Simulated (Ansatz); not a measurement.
Input file:

```yaml
crystal:
  periodic: [false, false, false]
  atoms:
    - {symbol: O, position_ang: [-0.175151, -0.049094, 0.000000]}
    - {symbol: H, position_ang: [-0.424461, 0.877481, 0.000000]}
    - {symbol: H, position_ang: [1.195849, -0.049094, 0.000000]}
    - {symbol: H, position_ang: [2.008849, -0.049094, 0.000000]}
basis:
  gaussian: {orbitals: 6-31G}
magnetization: {spin_polarized: false, initial_magnetization: 1}
correlation: {active_space: {ras: {orbitals: [4, 1, 9], electrons: 9, max_holes: 2, max_particles: 2}, fixed_orbitals: true}}
```

```sh
$ ansatz run in.yaml --threads 1 --pin off --events-out ev --progress --plain --max-ram 2393MiB
```

**Question.** Roughly how long does this take on 1 thread of Arm Neoverse V1, shared host, and how much host memory?

**Answer.** 0.33 s wall and 0.07 GiB.

```
171 factors; integrals over basis functions are off by at most 1.1e-3 eV
mean field evaluation 1: about -2077.9445 eV, gradient 2.4e1 eV
mean field evaluation 2: about -2077.9453 eV, gradient 2.4e1 eV
mean field evaluation 4: about -2080.0991 eV, gradient 3.4e0 eV
mean field evaluation 8: about -2080.3713 eV, gradient 4.0e-1 eV
mean field evaluation 16: about -2079.8420 eV, gradient 4.5e0 eV
mean field evaluation 32: about -2080.3737 eV, gradient 8.0e-2 eV
mean field -2080.37368619 eV, -76.4523228397 hartree, gradient 2.3e-6 eV, S^2 0.750000; 6 other end points of the search recorded, 0 dependent functions left out
reference -2080.37368619 eV, -76.4523228397 hartree; 6, 5 occupied and 9, 10 virtual orbitals, 171 factors
state -2083.93163269 eV, -76.5830749618 hartree
Total energy: -2083.93163269 eV, -76.5830749618 hartree
```

For the same geometry and basis full CI lies 235.2 meV lower.
